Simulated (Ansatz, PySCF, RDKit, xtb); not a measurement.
# Solving CH5BN, step by step

Only the formula CH5BN is given (odd number of electrons). Aim: find the structure of lowest free energy at 298.15 K, then its properties.

Plan: many cheap relaxations first (GFN2-xTB), then density-functional screening, relaxation at PBE0-D3(BJ)/pcseg-1, vibrations and a final energy. The numbers are computed, not measured.

6 further runs of the same task are left out: 6 set aside as unsound or not needed.

## Step 1: Candidates

All bonding patterns within simple valence rules are listed by program: one Lewis structure each, at most two rings and one unusual centre or charged pair. O–O, O–halogen and N–halogen bonds and N–N–N chains are not drawn. That gives 16 candidates.

c049 [BH3-][NH+]=[CH]; c095 B[N]C; c486 [CH2+][BH2-][NH]; c539 B[CH]N; c614 [CH2]BN; c672 [CH]=[BH-][NH3+]; c682 CB[NH]; c733 [BH]NC; c773 BC[NH]; c785 [BH3-][CH+][NH]; c790 BN[CH2]; c799 [BH]CN; c851 [BH2-]1[CH][NH2+]1; c859 [BH][CH-][NH3+]; c877 [BH][NH2+][CH2-]; c948 C[B]N.

Candidates are built by distance geometry, with a force field where one applies, in up to four conformers (letters a to d). 2 starts with atoms placed at random are added, to find patterns that the rules miss.

Q: Predict the outcome of this search (final energies at CCSD(T)/def2-SVP + MP2/def2-TZVPP - MP2/def2-SVP).

| quantity | value |
| --- | --- |
| lowest structure found | [CH2]BN, doublet, Cs |
| next finalist | C[B]N, doublet, 8.2 kcal/mol higher in G |
| share at equilibrium, among the finalists | 100.0 % |
| harmonic wavenumbers, lowest and highest (PBE0-D3(BJ)/pcseg-1) | 280 and 3716 cm⁻¹ |
| rotational constants, same geometry | 1.631, 0.3031, 0.2556 cm⁻¹ |
| dipole moment (PBE0/def2-TZVPD) | 1.60 D |
| HOMO energy (highest over α and β) (PBE0/def2-TZVPD) | -6.68 eV |
| LUMO energy (lowest over α and β) (PBE0/def2-TZVPD) | -2.41 eV |
| lowest excitation (TD-B3LYP/def2-SVPD) | 4.19 eV (f = 0.000) |
| strongest of the states computed, same level | 4.31 eV (f = 0.054) |
| vertical ionisation energy (to the singlet cation) | 9.11 eV |
| vertical electron affinity | 0.54 eV |
| vertical quartet less doublet | +6.93 eV |

The search ends on `[CH2]BN`. The margin of 8.2 kcal/mol over the next finalist is beyond the usual error of the last level; it says nothing of structures that weren't ranked. HF/STO-3G, r2SCAN-D4/def2-SVP, PBE0-D3(BJ)/pcseg-1, HF/def2-SVP and MP2/def2-SVP already put its bonding pattern lowest among the structures in one piece; GFN2-xTB favours the doublet BN[CH2]. The stability test raises a flag; for an open shell a flag towards a general spinor solution can be the free rotation of the spin. The search is not exhaustive (a finite list of starts, one conformer a finalist), so a lower isomer can't be ruled out. Patterns outside the rules of the enumeration were met only by chance.
